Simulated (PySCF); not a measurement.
Zinc-blende BP: correlation energy from several methods in one and the same small orbital space (PySCF; 2 atoms at the zone centre, 8 electrons in 26 orbitals, empty ones MP2 natural orbitals of a DZ basis, lattice constant set to 5.2187 Å). Its volume lies 52 % above that of the crystal's usual cell. It tests the methods against each other and lies far from the crystal's limit.

```csv
method,E_corr (eV per atom),share of full CI (%),error (meV)
MP2,-1.7477,64.0,984
CCSD,-2.5544,93.5,178
CCSD(T),-2.6737,97.9,58
CCSDT,-2.7136,99.3,19
CCSDT(Q),-2.7234,99.7,9
full CI,-2.7322,100.0,0
```

The Hartree–Fock determinant has a weight of 0.76 in the full CI state.

MP2, (T) and (Q) use filled levels shifted down by the Madelung term, which in so small a cell is a large part of the gap, so these rows hang on it.
